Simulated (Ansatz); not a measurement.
A made-up structure of AlBH₃F, singlet:

B1  (-0.815, 0.422, -0.661)
Al2  (0.719, -0.315, 0.605)
F3  (1.152, -1.904, 0.420)
H4  (-1.975, 0.385, -0.358)
H5  (1.119, 1.073, 1.078)
H6  (1.507, 0.490, 1.720)
(Å)

It is relaxed with PBE-D4/def2-SVP and then PBE0-D4/def2-TZVP (Ansatz 0.2.0). Atoms count as bonded within 1.22 times the sum of their covalent radii (H–H: 0.88 Å). The end point is not checked to be a true minimum.

Does its bonding change? (A judgement: the text doesn't fix the answer.)

By the calculation: Yes. Formed: B1–H5; broken: Al2–H5.

Where it ends: The first stage lowers the energy by 5.16 eV in 25 steps. It ends as AlBH₃F ([BH2][AlH][F]):
```csv
atom,x (Å),y (Å),z (Å)
B1,-0.3088,0.7071,-0.2124
Al2,0.7981,-0.5293,1.1085
F3,1.3364,-1.9771,0.5084
H4,-1.5022,0.6448,-0.3063
H5,0.2100,1.5304,-0.9124
H6,1.1733,-0.2247,2.6191
```

Labels in which every atom is bracketed show which atoms are joined, not bond orders.

For scale, one of the runs: PBE0-D4/def2-TZVP relaxation, 117 basis functions, launched by `ansatz run in.yaml --threads 2 --pin off --events-out ev --progress --plain --max-ram 4352MiB`. The run took about 7.5 s on 2 CPU threads of an Intel Xeon 6975P-C (shared host).
